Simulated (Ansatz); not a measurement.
# [NH₂···H···SiH₃], doublet along the distance N1-H4

Starting geometry:

```xyz
8

N    -2.0694   -0.0118   -0.0184
H    -2.3667    0.9560   -0.0184
H    -2.3667   -0.4141    0.8618
H    -1.0569   -0.0118   -0.0184
Si    1.0756   -0.0118   -0.0184
H     1.5256   -1.4281   -0.0184
H     1.5256    0.6963   -1.2449
H     1.5256    0.6963    1.2081
```

From there H4 is moved from one fragment to the other while all else, the fragments' distance too, stays fixed; atoms are numbered as listed. Energies are in eV, counted from the starting geometry at the same level.

Basis cc-pVDZ; Ansatz 0.2.0. Correlated methods freeze the noble-gas cores. Prefix R: restricted or restricted open-shell reference; prefix U: unrestricted.

A value is left out where its run failed or describes another state than the reference as far as symmetry and spin tell, or, spin-broken singlets apart, can't be checked.

Full CI isn't at hand for all of this; UCCSDT(Q) serves as the reference, and is uncertain by about the last step of the cluster series. The frozen core follows each run's orbitals, which can shift R against U totals by a few meV.

```tsv
distance N1-H4 (Å)	UCCSDT(Q)	error RHF	error UHF	error UMP2	error UCCSD	error UCCSD(T)	error BCCD(T)
1.012	0.000	0.000	0.000	0.000	0.000	0.000	0.000
1.111	0.126	0.130	0.103	0.024	0.014	0.003	0.003
1.309	–	–	–	–	–	–	–
1.507	0.872	0.049	-0.087	0.211	0.019	0.008	0.006
1.705	0.829	-0.253	-0.325	0.177	-0.017	0.000	0.000
```

Errors are those of relative energies. In total energy the starting point itself misses UCCSDT(Q) by: RHF 9.238, UHF 9.179, UMP2 1.374, UCCSD 0.220, UCCSD(T) 0.037, BCCD(T) 0.037 eV.

Spread of the error over the points with a reference, to 1.705 Å (largest less smallest): BCCD(T) 0.006, UCCSD(T) 0.008, UCCSD 0.036, UMP2 0.211, RHF 0.383, UHF 0.429 eV.
